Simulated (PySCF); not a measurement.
CH₂: map over both bonds

Method: UPBE0 in PySCF with C def2-TZVP, H def2-TZVP; no relativity; density-fitted integrals.

Rigid scan from the triplet minimum (C–H 1.079 Å (×2); H–C–H 134.8°). Coordinate: rows scale the first bond (C–H), columns the second (C–H). Energies in kJ/mol from the minimum.

Give the energy map for rows 0.94, 0.97, 1.00, 1.04, 1.09, 1.15 and columns 0.94, 0.97, 1.00, 1.04, 1.09, 1.15.


```json
{"scale \\ scale": "0.94", "0.94": "16.5", "0.97": "10.2", "1.00": "8.4", "1.04": "11.6", "1.09": "22.7", "1.15": "43.6"}
{"scale \\ scale": "0.97", "0.94": "10.2", "0.97": "3.9", "1.00": "2.0", "1.04": "5.1", "1.09": "16.1", "1.15": "36.9"}
{"scale \\ scale": "1.00", "0.94": "8.4", "0.97": "2.0", "1.00": "0.0", "1.04": "3.0", "1.09": "14.0", "1.15": "34.6"}
{"scale \\ scale": "1.04", "0.94": "11.6", "0.97": "5.1", "1.00": "3.0", "1.04": "6.0", "1.09": "16.7", "1.15": "37.2"}
{"scale \\ scale": "1.09", "0.94": "22.7", "0.97": "16.1", "1.00": "14.0", "1.04": "16.7", "1.09": "27.3", "1.15": "47.6"}
{"scale \\ scale": "1.15", "0.94": "43.6", "0.97": "36.9", "1.00": "34.6", "1.04": "37.2", "1.09": "47.6", "1.15": "67.6"}
```

And the size of the dipole moment (D) on the same grid?


```tsv
scale \ scale	0.94	0.97	1.00	1.04	1.09	1.15
0.94	0.63	0.63	0.63	0.64	0.64	0.65
0.97	0.63	0.63	0.64	0.64	0.65	0.65
1.00	0.63	0.64	0.64	0.65	0.65	0.65
1.04	0.64	0.64	0.65	0.65	0.65	0.66
1.09	0.64	0.65	0.65	0.65	0.66	0.66
1.15	0.65	0.65	0.65	0.66	0.66	0.66
```

The scan took roughly 100 core-seconds on a shared host.
